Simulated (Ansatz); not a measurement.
**AlS radical: up Jacob's ladder to CCSD(T)**

An exercise on one series of results from a longer session: the logs are not shown, and one member is left open.

The runs use Ansatz 0.2.0, Gaussian basis; functionals in def2-TZVPP, the program's frozen cores in correlated methods.

The runs, in order: LDA (SPW92), PBE-D4, revPBE-D4, BLYP-D4, r2SCAN-D4, B97M-V, PBE0-D4, B3LYP-D4, r2SCANh-D4, r2SCAN0-D4, HSE06-D4, BHLYP-D4, CAM-B3LYP-D4, LC-ωPBE, ωB97X-V, ωB97M-V, B2PLYP, PBE-QIDH; CCSD(T)/def2-SVP; CCSD(T)/def2-TZVPP; CCSD(T)/def2-QZVPP; extrapolation to the limit; RPA on PBE.

### The geometry

All runs share one geometry, relaxed beforehand with PBE0-D4 in a triple-zeta def2 set.

2 atoms, charge 0, spin multiplicity 2.

Atoms are counted from 1 here; the program's logs count them from 0.

Bond lengths: Al1–S2 2.031 Å.

Coordinates:

```xyz
2
charge 0, multiplicity 2
Al   -0.86310    0.30927   -0.43711
S     0.86310   -0.30927    0.43711
```

The first run:

The input, in.yaml:

```yaml
crystal:
  periodic: [false, false, false]
  atoms:
    - {symbol: Al, position_ang: [-0.863101, 0.309267, -0.437115]}
    - {symbol: S, position_ang: [0.863101, -0.309267, 0.437115]}
basis:
  gaussian: {orbitals: def2-TZVPP}
magnetization: {spin_polarized: true, initial_magnetization: 1}
hamiltonian: {xc: lda}
output: {orbitals: {seedname: orbitals}}
```

Started as:

```
> ansatz run in.yaml --threads 2 --pin off --events-out ev --progress --plain --max-ram 32768MiB --backend cpu
```

Among the steps run: LDA; PBE-D4 (GGA); revPBE-D4 (GGA); BLYP-D4 (GGA); r2SCAN-D4 (meta-GGA); B97M-V (meta-GGA); PBE0-D4 (hybrid); B3LYP-D4 (hybrid); r2SCANh-D4 (hybrid); r2SCAN0-D4 (hybrid); HSE06-D4 (hybrid); BHLYP-D4 (hybrid); CAM-B3LYP-D4 (range-separated); LC-ωPBE (range-separated); ωB97X-V (range-separated); ωB97M-V (range-separated); B2PLYP (double hybrid); PBE-QIDH (double hybrid).

One of the session's tables, all rows but one given; the rest of the session is left out.

It belongs to the step «Orbital energies across the functionals». 

| functional | HOMO (eV) | LUMO (eV) | gap (eV) |
| --- | --- | --- | --- |
| LDA (SPW92) | -6.18 | -5.36 | 0.82 |
| PBE-D4 | -6.07 | -5.06 | 1.02 |
| revPBE-D4 | -6.03 | -4.95 | 1.07 |
| BLYP-D4 | ? | ? | ? |
| r2SCAN-D4 | -6.29 | -4.73 | 1.56 |
| B97M-V | -6.22 | -5.12 | 1.10 |
| PBE0-D4 | -7.13 | -4.28 | 2.85 |
| B3LYP-D4 | -6.87 | -4.61 | 2.26 |
| r2SCANh-D4 | -6.68 | -4.46 | 2.21 |
| r2SCAN0-D4 | -7.26 | -4.07 | 3.19 |
| HSE06-D4 | -6.73 | -4.65 | 2.08 |
| BHLYP-D4 | -8.00 | -3.57 | 4.43 |
| CAM-B3LYP-D4 | -8.33 | -3.43 | 4.91 |
| LC-ωPBE | -9.67 | -2.20 | 7.47 |
| ωB97X-V | -9.34 | -2.61 | 6.74 |
| ωB97M-V | -9.06 | -2.67 | 6.39 |

**Question.** Estimate the row for BLYP-D4.

Worked estimate for «HOMO (eV)». Against the share of exact exchange, B3LYP-D4 (0.2, -6.87), BHLYP-D4 (0.5, -8.00) give a slope of -3.77 per unit share; at 0 the line stands at -6.12.

The run gave: HOMO (eV): -5.87; LUMO (eV): -5.06; gap (eV): 0.82. In «HOMO (eV)» the line misses by -0.25.
